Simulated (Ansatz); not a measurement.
**SO2 (SMILES O=S=O): methods side by side**

SO2: 3 atoms, total charge 0, spin state singlet. SMILES: `O=S=O`. Geometry: optimised at B3LYP/def2-SVP.

| atom | x (Å) | y (Å) | z (Å) |
| --- | --- | --- | --- |
| O | -0.9956 | 0.6579 | -0.4697 |
| S | 0.2772 | 0.3675 | 0.1921 |
| O | 0.7184 | -1.0254 | 0.2776 |

Quantity: the adiabatic ionisation energy (to the doublet cation, shapes relaxed at B3LYP/def2-SVP, no zero-point term), in eV. The values are calculated.

| level | kind | program | value (eV) | CPU time (all runs) |
| --- | --- | --- | --- | --- |
| HF/def2-TZVPP | Hartree–Fock | Ansatz | 11.50 | 14 s |
| SVWN5/def2-TZVPP | LDA | Ansatz | 12.15 | 3.9 s |
| PBE/def2-TZVPP | GGA | Ansatz | 11.88 | 5 s |
| r2SCAN/def2-TZVPP | meta-GGA | Ansatz | 11.99 | 8 s |
| PBE0-D4/def2-TZVPP | global hybrid | Ansatz | 12.19 | 4.9 s |
| CAM-B3LYP/def2-TZVPP | range-separated hybrid | Ansatz | 12.39 | 6.4 s |
| wB97M-V/def2-TZVPP | range-separated hybrid | Ansatz | 12.32 | 31 s |
| B2PLYP/def2-TZVPP | double hybrid | Ansatz | 12.08 | 17 s |
| CCSD(T)/def2-TZVPP | coupled cluster or CI | Ansatz | 12.22 | 30 s |

The values span 11.50 to 12.39 eV. Spin contamination of the reference (⟨S²⟩ at least 0.1 too high) touches HF/def2-TZVPP, CCSD(T)/def2-TZVPP. The coupled-cluster rows rest on a doubtful reference here (large T1 or Brueckner and Hartree–Fock orbitals at odds), and rows may lie in different states. In so small a basis fixed costs decide the times, and correlated methods can beat functionals. CPU times are rough (shared hosts, several kinds of processor and program).
